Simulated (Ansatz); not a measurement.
# Basis-set limit of AlSiH₃, singlet

```xyz
5

Si    0.0000   -0.0799    1.3073
Al    0.0000    0.0272   -1.2555
H     0.0000    1.4459    1.3837
H     0.0000    1.3800   -2.1018
H     0.0000   -1.3261   -2.1006
```

Connectivity, by distances: SiH–AlH2.

Ansatz 0.2.0, RHF determinant, valence electrons correlated. Energies in eV.

```tsv
set	X	functions	Hartree–Fock	MP2 correlation	CCSD(T) correlation	time
def2-TZVPP	3	126	-14490.5237	-4.9038	-6.2537	3.8 s on 1 thread of Arm Neoverse V2, on a shared host
def2-QZVPP	4	230	-14490.9459	-5.2649	-6.5345	2.8 min on 1 thread of Arm Neoverse V2 (shared host)
```

Hartree–Fock is taken to follow E(X) = E∞ + A·exp(−7.88·√X), correlation E(X) = E∞ + B·X^−2.97.

Cautions: restricted determinant unstable towards unrestricted.

**Question.** Work out the CCSD(T) energy at the limit, and how far the shortcut misses it that extrapolates MP2 and adds CCSD(T) minus MP2 from the smaller set.

**Answer.** Hartree–Fock: E∞ = E4 + 0.1377·(E4 − E3) = -14491.0040. Correlation: E∞ = E4 + 0.7407·(E4 − E3) = -6.7424 for CCSD(T) and -5.5324 for MP2. The limit is -14497.7464 eV, 0.266 eV below def2-QZVPP. The shortcut gives a correlation energy of -5.5324 + (-1.3499) = -6.8823, 140 meV lower than the direct value.

Past Ne part of the Hartree–Fock step between the two sets comes from the cores, which don't follow the formula, so the 58 meV that it adds to the total can overshoot; that part largely cancels in differences.
